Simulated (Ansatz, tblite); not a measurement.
# The cluster AgPd3: competing shapes

The task here is to estimate one member of a computed series from the others.

Program: Ansatz 0.2.0, Gaussian basis. Level of theory: relaxed with PBE0-D4/def2-SVP, doublet. These are calculated values, not measurements.

5 further runs of the same task are left out: 1 that didn't finish, 4 set aside as unsound or not needed. Runs told in other sessions of the task aren't counted.

## Where the work starts

4 atoms, charge 0, spin multiplicity 2.

Atoms are counted from 1 here; the program's logs count them from 0.

Bond lengths: Pd1–Pd2 2.523 Å, Pd1–Pd3 2.522 Å, Pd1–Ag4 2.705 Å, Pd2–Pd3 2.523 Å, Pd2–Ag4 2.708 Å, Pd3–Ag4 2.704 Å. Angles: Pd2–Pd1–Pd3 60.0°, Pd2–Pd1–Ag4 62.3°, Pd3–Pd1–Ag4 62.2°, Pd1–Pd2–Pd3 60.0°, Pd1–Pd2–Ag4 62.2°, Pd3–Pd2–Ag4 62.1°, Pd1–Pd3–Pd2 60.0°, Pd1–Pd3–Ag4 62.2°, Pd2–Pd3–Ag4 62.3°, Pd1–Ag4–Pd2 55.6°, Pd1–Ag4–Pd3 55.6°, Pd2–Ag4–Pd3 55.6°.

Coordinates:

```xyz
4

Pd   -1.5075    0.3252   -0.2585
Pd    0.8464    0.9021   -0.9585
Pd    0.3304    0.4320    1.4656
Ag    0.3307   -1.6593   -0.2486
```

Ag, Pd take a core potential in the def2 sets. No spin-orbit coupling is included.

A search from random starts with GFN1-xTB found 4 distinct shapes; 2 go on here. The structure above is candidate A, which lies 0.00 eV above the lowest at that level; B lies 0.77 eV above the lowest at that level.

Set-up of the first run:

Input file in.yaml:

```yaml
crystal:
  periodic: [false, false, false]
  atoms:
    - {symbol: Pd, position_ang: [-1.507470, 0.325200, -0.258540]}
    - {symbol: Pd, position_ang: [0.846380, 0.902110, -0.958500]}
    - {symbol: Pd, position_ang: [0.330370, 0.431970, 1.465620]}
    - {symbol: Ag, position_ang: [0.330720, -1.659270, -0.248580]}
basis:
  gaussian: {orbitals: def2-SVP}
magnetization: {spin_polarized: true, initial_magnetization: 1}
hamiltonian: {xc: pbe0, dispersion: d4}
scf: {lower_state_search: "off"}
output: {orbitals: {seedname: orbitals}}
relax: {f_tol: 0.02, max_steps: 100}
```

On the command line:

```bash
$ ansatz run in.yaml --threads 4 --pin off --events-out ev --progress --plain --max-ram 3916MiB
```

Among the steps run: Relaxing candidate A; Relaxing candidate B; Candidate B, PBE0-D4/def2-TZVP; Candidate B, PBE-D4/def2-TZVP; Candidate B, r2SCAN-D4/def2-TZVP; Candidate B, CAM-B3LYP-D4/def2-TZVP; Candidate B, LC-ωPBE/def2-TZVP; Candidate B, MP2/def2-TZVP.

One table of the session follows, with a row left open; its other results are not shown here.

It belongs to the step «B against A». 

| level | B above A (kJ/mol) |
| --- | --- |
| GFN1-xTB | +74.1 |
| GFN2-xTB | +32.3 |
| HF/def2-TZVP | +11.2 |
| PBE-D4/def2-TZVP | +88.5 |
| r2SCAN-D4/def2-TZVP | +98.1 |
| PBE0-D4/def2-TZVP | +92.7 |
| CAM-B3LYP-D4/def2-TZVP | +82.2 |
| LC-ωPBE/def2-TZVP | ? |
| MP2/def2-TZVP | +91.8 |

Estimate the missing values for LC-ωPBE/def2-TZVP.

The run gave: B above A (kJ/mol): +91.6. In the column «B above A (kJ/mol)» it lies between PBE-D4/def2-TZVP (+88.5) and MP2/def2-TZVP (+91.8).

Caveats from the session: The search was small, so a lower isomer may exist. Only doublets are compared; another spin may lie lower and prefer another shape.
